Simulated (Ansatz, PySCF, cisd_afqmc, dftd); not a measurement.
Species: C2H7N, charge 0, singlet. C2H7N (ethanamine, SMILES CCN).
B3LYP-D3(BJ)/def2-TZVP minimum from Ansatz (a program for electronic structure):
```xyz
10

C      1.2101    -0.3675    -0.0020
C      0.0059     0.5734    -0.0002
N     -1.3057    -0.0740     0.0024
H      2.1508     0.1897    -0.0039
H      1.2028    -1.0109     0.8816
H      1.1996    -1.0116    -0.8851
H      0.0502     1.2284    -0.8744
H      0.0533     1.2290     0.8732
H     -1.4054    -0.6706     0.8165
H     -1.4083    -0.6712    -0.8110
```

Quantity: enthalpy of formation at 298 K (by atomisation, with ideal-gas terms from PySCF's Hessian at B3LYP-D3(BJ)/def2-TZVP and the atoms' measured values of the G2/97 table; no spin-orbit terms), in kcal/mol. UHF or UKS for unpaired electrons; spin-orbit terms are left out. Cores are frozen in correlated methods. Rows without X2C or -DK are non-relativistic. AFQMC/CISD: phaseless, guided by CISD from CCSD amplitudes; bars are statistical, one sigma. Outlying blocks are dropped, and bars are widened where a walk drifts. Over all cases where full CI ran beside it in this data, AFQMC minus full CI had a median of +0.1 mEh and passed +0.4 mEh in a tenth of the cases. CBS(X,Y): correlation extrapolated as X^-3, Hartree-Fock from the larger set. A bracket is a step between two methods taken in the basis named. Functionals run without relativity, which enters their misses. Double hybrids freeze cores in their MP2 part. 'core' is core correlation in cc-pwCVTZ, 'X2C' scalar relativity in cc-pVTZ-DK, both at CCSD(T). For partners of very few electrons the exact lower level stands in for a higher one.

Measured: -11.3 kcal/mol, -47.3 kJ/mol (G2/97 table in ASE (Curtiss et al.)); atomic spin-orbit terms, which the calculations lack, would raise the computed values.

| level | program | enthalpy of formation at 298 K (kcal/mol) | error against that value |
|---|---|---|---|
| HF/cc-pVDZ | Ansatz | 237.1 | 248.4 |
| HF/cc-pVQZ | Ansatz | 224.2 | 235.5 |
| PBE-D4/def2-TZVPD | Ansatz + dftd4 | -26.1 | -14.8 |
| B3LYP-D3(BJ)/def2-TZVPD | Ansatz + dftd3 | -15.0 | -3.7 |
| B3LYP-D4/def2-TZVPD | Ansatz + dftd4 | -14.0 | -2.7 |
| B3LYP/def2-TZVPD | Ansatz | -9.5 | 1.8 |
| wB97M-V/def2-TZVPD | Ansatz | -12.8 | -1.5 |
| B2GP-PLYP/def2-TZVPD | Ansatz | 2.7 | 14.0 |
| MP2/cc-pVTZ | Ansatz | 6.8 | 18.1 |
| CCSD/cc-pVQZ | Ansatz | 8.7 | 20.0 |
| CCSD(T)/CBS(cc-pVTZ,cc-pVQZ) | Ansatz | -10.1 | 1.2 |
| CCSDT(Q)/cc-pVDZ | Ansatz | 54.6 | 65.9 |
| AFQMC/CISD/cc-pVDZ | cisd_afqmc | 54.5 ± 0.3 | 65.8 |
| CCSD(T)/CBS(cc-pVTZ,cc-pVQZ) + [AFQMC/CISD - CCSD(T)]/cc-pVDZ + core + X2C | Ansatz + cisd_afqmc | -12.9 ± 0.3 | -1.6 |
| CCSD(T)/CBS(cc-pVTZ,cc-pVQZ) + [CCSDT(Q) - CCSD(T)]/cc-pVDZ + core + X2C | Ansatz | -12.9 | -1.6 |
